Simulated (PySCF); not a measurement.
# How the method moves the HOMO and LUMO of H3Si(SH)

Species: H3Si(SH), H4SSi.
Z-matrix (Å and degrees, PBE0-D3(BJ)/def2-SVP geometry), rows numbered from 1:
```
Si
S   1  2.1486
H   1  1.4935  2  111.77
H   1  1.4899  2  104.91  3   118.95
H   1  1.4935  2  112.12  3  -122.08
H   2  1.3515  1   94.91  3    59.69
```

Basis pcSseg-2 throughout (PySCF), one geometry. Geometry: PBE0-D3(BJ)/def2-SVP; no solvent, vibrations or thermal averaging.

How do the orbital energies, the gap and the dipole change with the method?

```csv
method,kind,HOMO (eV),LUMO (eV),gap (eV),μ (D),SCF cycles
B97-2,global hybrid,-7.30,-0.09,7.22,1.19,10
PBE0,global hybrid,-7.55,-0.11,7.44,1.21,11
mPW1PW91,global hybrid,-7.57,-0.10,7.47,1.20,10
BHandHLYP,global hybrid,-8.62,0.62,9.24,1.24,10
CAM-B3LYP,range-separated hybrid,-8.86,0.76,9.62,1.24,10
wB97X-D,range-separated hybrid,-9.40,1.61,11.01,1.25,12
LC-wPBE,range-separated hybrid,-10.27,1.94,12.22,1.31,12
```

The HOMO spans 2.97 eV, from B97-2 down to LC-wPBE, and the gap runs from 7.22 eV (B97-2) to 12.22 eV (LC-wPBE). Over the methods B97-2 (21 %), PBE0 (25 %), mPW1PW91 (25 %), BHandHLYP (50 %), a straight line through the gap against the share of exact exchange rises by 0.71 eV for each 10 % (correlation coefficient 1.000). The dipole ranges from 1.19 D (B97-2) to 1.31 D (LC-wPBE). This basis has no diffuse functions.
